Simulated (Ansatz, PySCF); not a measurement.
Species: C4H4N (charge -1, singlet). It need not be the lowest isomer of its formula. Whether it binds its extra electron was not tested at this geometry. 
Structure (B3LYP-D3(BJ)/def2-TZVP (Ansatz, a quantum-chemistry and plane-wave program) minimum search):
```
N
H 1 1.0081
C 1 1.3746 2 124.54
C 3 1.3829 1 106.73 2 180.00
H 3 1.0838 1 120.39 2 0.00
H 4 1.0868 3 122.85 5 0.00
C 1 1.4039 2 127.77 3 180.00
C 7 1.3832 1 112.21 2 -180.00
H 7 1.0862 8 130.71 4 -180.00
```
Charge -1, spin multiplicity 1.

Total electronic energies in hartree. Cores are frozen in the correlated levels unless marked. No spin-orbit coupling. Non-relativistic. 

| level | program | energy (Eh) |
|---|---|---|
| HF/def2-TZVPD | PySCF | ? |
| r2SCAN/def2-TZVPD | Ansatz | ? |
| PBE0/STO-3G | Ansatz | -206.50188 |
| TPSSh-D4/def2-TZVPD | PySCF + dftd4 | ? |
| HSE06-D4/def2-TZVPD | Ansatz + dftd4 | -209.33173 |
| wB97M-V/def2-TZVPD | Ansatz | -209.50622 |
| MP2/cc-pVTZ | Ansatz | -209.06187 |
| CCSD(T)/6-31G | Ansatz | -208.53341 |

Task: What belongs in the gaps?

Result: 
- HF/def2-TZVPD, energy (Eh): -208.21401
- r2SCAN/def2-TZVPD, energy (Eh): -209.46551
- TPSSh-D4/def2-TZVPD, energy (Eh): -209.61018
